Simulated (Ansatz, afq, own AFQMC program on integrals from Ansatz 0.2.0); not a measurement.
Two steps: Ansatz 0.2.0 writes the Fock matrix and Cholesky factors of the valence space, and afq projects on them the lowest state that overlaps trial and start.

```yaml
crystal:
  periodic: [false, false, false]
  atoms:
    - {symbol: B, position_ang: [0.000000, 0.000000, 0.000000]}
    - {symbol: H, position_ang: [0.000000, 0.000000, 1.194000]}
basis:
  gaussian: {orbitals: cc-pVTZ}
magnetization: {spin_polarized: true, initial_magnetization: 2}
correlation: {method: ccsd_t, electrons: outside_noble_gas, hamiltonian_folder: ham}
```

```sh
$ ansatz run in.yaml --threads 1 --pin off --events-out ev --progress --plain --max-ram 1843MiB
```

afq runs on the folder ham with

```
--method free --trial cisd --walkers 60 --time-step 0.03 --max-blocks 80 --target-error 0.00024 --factor-cut 1e-05 --seed 9317 --times 0,0.3,0.6,1.2,1.8,2.4,3.6,4.8,6 --taylor-order 8
```

Times are imaginary, in 1/Eh. The walk had a cap of 1083 s.

Log:

```
orbitals 43  electrons 3 1  factors 251 of 251
reference energy -25.11661611 Eh
CCSD correlation -0.06426616 Eh in 10 cycles, weight of the determinant in the CISD state 0.9597
repeat  energy at the last time / Eh  error
    10  -25.182369  0.000195
    20  -25.182592  0.000168
    30  -25.182584  0.000147
time / (1/Eh)  energy / Eh  error  mean overlap
  0.00  -25.180876  0.000005  1.0414
  0.30  -25.181917  0.000039  1.0404
  0.60  -25.182252  0.000060  1.0377
  1.20  -25.182635  0.000071  1.0222
  1.80  -25.182625  0.000056  1.0214
  2.40  -25.182635  0.000053  1.0249
  3.60  -25.182694  0.000076  1.0172
  4.80  -25.182623  0.000098  1.0403
  6.00  -25.182576  0.000143  1.0500
energy -25.182576 +/- 0.000143 Eh
```

The run passed its tests (error under three times the target), which doesn't prove that it has relaxed.

Against this walk (error 3.9 meV) on the same determinant: CCSD(T) 8.5 meV higher, CCSDT(Q) 3.2 meV lower (within the noise), full CI 3.3 meV lower (within the noise). The error is statistical, and a free projection of finite length keeps a remainder of its start.

Cautions: remainder of the start not in the error; lower spins were not checked.

The walk took 72 s on 1 thread of Intel(R) Xeon(R) Platinum 8488C (Sapphire Rapids), on a shared host. The log's last line is the free-projection energy.

CCSDT and higher add their correlation energy to the determinant of the CCSD(T) run, since their own runs factorise the integrals more tightly (a shift of under 2 meV). A walk keeps the symmetry of its determinant, which the program's search chose and which needn't be the lowest solution, so a lower state of the same spin and another symmetry isn't excluded.
